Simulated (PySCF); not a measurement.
Coordinates in bohr (charge 0 multiplicity 1):
```
Al   -1.1261    0.0000   -0.1324
O    -4.1233    0.0000   -0.4847
Cl    2.7549    0.0000    0.3239
```

These are results of B3LYP in PySCF with Al def2-TZVP, O def2-TZVP, Cl def2-TZVP; no relativity; density-fitted integrals, not measurements.

This geometry of AlOCl is a stationary point at this level.

Q: What is the point group?

A: C∞v.

Q: Is it a minimum?

A: Yes: all harmonic wavenumbers are real.

Q: Which band is strongest in the infrared?

A: 176 cm⁻¹ (π), 137 km/mol.

Q: Give the ideal-gas entropy at 298.15 K and 1 bar by parts.

A: translation 163.2, rotation 71.5, vibration 23.0, spin 0.0; total 257.7 J/(mol K).

This need not be the most stable arrangement of these atoms.
